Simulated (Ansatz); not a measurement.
# C3H3: the cost of one run

Computed with Ansatz 0.2.0 (the levels named in each step, unless a step's input says otherwise).

**1. The system as given**

Bond lengths: C1–C2 1.231 Å, C2–C3 1.336 Å, C1–H4 1.066 Å, C3–H5 1.090 Å, C3–H6 1.090 Å. Angles: C1–C2–C3 179.9°, C2–C1–H4 179.9°, C2–C3–H5 120.9°, C2–C3–H6 120.9°, H5–C3–H6 118.2°.

Coordinates:

```xyz
6

C     1.2772   -0.1560    0.1961
C     0.0694   -0.0092    0.0108
C    -1.2412    0.1517   -0.1904
H     2.3236   -0.2813    0.3552
H    -1.6189    0.9836   -0.7847
H    -1.9622   -0.5463    0.2354
```

**2. A rough first relaxation, PBE-D4/def2-SVP**

This run stands in another session on the same molecule. It ended at:

```xyz
6

C     1.2959   -0.1576    0.1984
C     0.0720   -0.0086    0.0107
C    -1.2585    0.1536   -0.1930
H     2.3699   -0.2880    0.3629
H    -1.6409    1.0020   -0.7987
H    -1.9906   -0.5589    0.2421
```

**3. Relaxation, PBE0-D4/def2-TZVPP**

This run stands in another session on the same molecule. It ended at:

```xyz
6

C     1.2719   -0.1545    0.1947
C     0.0706   -0.0082    0.0106
C    -1.2442    0.1519   -0.1908
H     2.3273   -0.2830    0.3564
H    -1.6171    0.9854   -0.7859
H    -1.9607   -0.5490    0.2374
```

**4. Relaxation, CCSD(T)/cc-pV(T+d)Z**

The input, input.yaml:

```yaml
crystal:
  periodic: [false, false, false]
  atoms:
    - { symbol: C, position_ang: [1.27188074, -0.1545165, 0.19465282] }
    - { symbol: C, position_ang: [0.07059882, -0.00822518, 0.01061223] }
    - { symbol: C, position_ang: [-1.24419519, 0.15187818, -0.19080837] }
    - { symbol: H, position_ang: [2.32728285, -0.28300658, 0.35635104] }
    - { symbol: H, position_ang: [-1.61706523, 0.98542547, -0.78587914] }
    - { symbol: H, position_ang: [-1.96065201, -0.54903537, 0.23739142] }
total_charge: 1
basis:
  gaussian: { orbitals: "cc-pV(T+d)Z.json" }
correlation:
  method: ccsd_t
relax:
  f_tol: 0.002
  max_steps: 40
```

Started as:

```sh
ansatz run input.yaml --threads 4 --pin off --max-ram 10240MiB --backend cpu --events-out ev --progress --plain --runs-dir out
```

**Question.** How long does this run take on 4 threads of Arm Neoverse V1, shared host, and how much memory does it need?

About 98 s, with a peak of 1.3 GiB.
